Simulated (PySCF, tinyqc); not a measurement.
Worked calculation: MP2 on RHF in the sto-3g basis, frozen core, for HF, spin multiplicity 1. The lowest restricted solution is unstable here: a spin-polarised one lies 0.0022 hartree lower (PySCF). One step of it, computed by the program tinyqc.

Question. Iteration 1: building the Fock matrix. J_ij = sum D_kl (ij|kl), K_ij = sum D_kl (ik|jl); F = H + J - 0.5 K; E = tr D H + tr D J / 2 - 0.25 tr D K + E_nn.

D at the start:
```
            1F 1s      1F 2s    1F 2px    1F 2py     1F 2pz      2H 1s
1F 1s    2.122890  -0.520398  0.000000  0.000000  -0.014686   0.043791
1F 2s   -0.520398   2.202878  0.000000  0.000000   0.080755  -0.182057
1F 2px   0.000000   0.000000  2.000000  0.000000   0.000000   0.000000
1F 2py   0.000000   0.000000  0.000000  2.000000   0.000000   0.000000
1F 2pz  -0.014686   0.080755  0.000000  0.000000   2.076109  -0.208697
2H 1s    0.043791  -0.182057  0.000000  0.000000  -0.208697   0.034733
```

core Hamiltonian H = T + V (hartree):
```
             1F 1s       1F 2s     1F 2px     1F 2py     1F 2pz      2H 1s
1F 1s   -40.449363   -9.490660   0.000000   0.000000  -0.008142  -0.907523
1F 2s    -9.490660  -10.927355   0.000000   0.000000  -0.101433  -2.200073
1F 2px    0.000000    0.000000  -8.607486   0.000000   0.000000   0.000000
1F 2py    0.000000    0.000000   0.000000  -8.607486   0.000000   0.000000
1F 2pz   -0.008142   -0.101433   0.000000   0.000000  -8.659523  -1.586641
2H 1s    -0.907523   -2.200073   0.000000   0.000000  -1.586641  -4.241702
```

Two-electron integrals (ij|kl) in chemists' order, unique and non-zero (hartree):
```
(11|11) 5.403501   (21|11) 0.841920   (21|21) 0.156299   (22|11) 1.268028
(22|21) 0.292344   (22|22) 0.926167   (31|31) 0.027998   (32|31) 0.043169
(32|32) 0.204588   (33|11) 1.264502   (33|21) 0.292403   (33|22) 0.925959
(33|33) 0.997514   (41|41) 0.027998   (42|41) 0.043169   (42|42) 0.204588
(43|43) 0.053770   (44|11) 1.264502   (44|21) 0.292403   (44|22) 0.925959
(44|33) 0.889973   (44|44) 0.997514   (51|51) 0.027998   (52|51) 0.043169
(52|52) 0.204588   (53|53) 0.053770   (54|54) 0.053770   (55|11) 1.264502
(55|21) 0.292403   (55|22) 0.925959   (55|33) 0.889973   (55|44) 0.889973
(55|55) 0.997514   (61|11) 0.080732   (61|21) 0.014873   (61|22) 0.027687
(61|33) 0.027646   (61|44) 0.027646   (61|51) 0.000587   (61|52) 0.001111
(61|55) 0.027774   (61|61) 0.001429   (62|11) 0.225304   (62|21) 0.052732
(62|22) 0.188972   (62|33) 0.186123   (62|44) 0.186123   (62|51) 0.003562
(62|52) 0.029046   (62|55) 0.194480   (62|61) 0.005097   (62|62) 0.049395
(63|31) 0.005264   (63|32) 0.032173   (63|53) 0.005950   (63|63) 0.007003
(64|41) 0.005264   (64|42) 0.032173   (64|54) 0.005950   (64|64) 0.007003
(65|11) 0.162035   (65|21) 0.038383   (65|22) 0.147342   (65|33) 0.141267
(65|44) 0.141267   (65|51) 0.007511   (65|52) 0.053361   (65|55) 0.159324
(65|61) 0.003846   (65|62) 0.047404   (65|65) 0.052239   (66|11) 0.419313
(66|21) 0.099704   (66|22) 0.413200   (66|33) 0.400721   (66|44) 0.400721
(66|51) 0.007526   (66|52) 0.088033   (66|55) 0.437809   (66|61) 0.009670
(66|62) 0.145692   (66|65) 0.163426   (66|66) 0.774606
```

nuclear repulsion = 3.81924210 hartree

Give: Coulomb J; exchange K; Fock matrix F; total energy of this density.

Answer.

Coulomb J (hartree):
```
          1F 1s   1F 2s  1F 2px  1F 2py  1F 2pz   2H 1s
1F 1s   20.9433  4.0148  0.0000  0.0000  0.0020  0.3823
1F 2s    4.0148  9.9405  0.0000  0.0000  0.0021  1.9603
1F 2px   0.0000  0.0000  9.9321  0.0000  0.0000  0.0000
1F 2py   0.0000  0.0000  0.0000  9.9321  0.0000  0.0000
1F 2pz   0.0020  0.0021  0.0000  0.0000  9.9310  1.4998
2H 1s    0.3823  1.9603  0.0000  0.0000  1.4998  4.1289
```

exchange K (hartree):
```
          1F 1s   1F 2s  1F 2px  1F 2py  1F 2pz   2H 1s
1F 1s   11.1107  1.9475  0.0000  0.0000  0.0008  0.1975
1F 2s    1.9475  3.2363  0.0000  0.0000  0.0060  0.5563
1F 2px   0.0000  0.0000  2.6659  0.0000  0.0000  0.0000
1F 2py   0.0000  0.0000  0.0000  2.6659  0.0000  0.0000
1F 2pz   0.0008  0.0060  0.0000  0.0000  2.6678  0.3161
2H 1s    0.1975  0.5563  0.0000  0.0000  0.3161  0.1570
```

Fock matrix F (hartree):
```
           1F 1s    1F 2s   1F 2px   1F 2py   1F 2pz    2H 1s
1F 1s   -25.0614  -6.4495   0.0000   0.0000  -0.0065  -0.6240
1F 2s    -6.4495  -2.6049   0.0000   0.0000  -0.1024  -0.5180
1F 2px    0.0000   0.0000  -0.0083   0.0000   0.0000   0.0000
1F 2py    0.0000   0.0000   0.0000  -0.0083   0.0000   0.0000
1F 2pz   -0.0065  -0.1024   0.0000   0.0000  -0.0624  -0.2449
2H 1s    -0.6240  -0.5180   0.0000   0.0000  -0.2449  -0.1913
```

total energy of this density = -97.895263 hartree
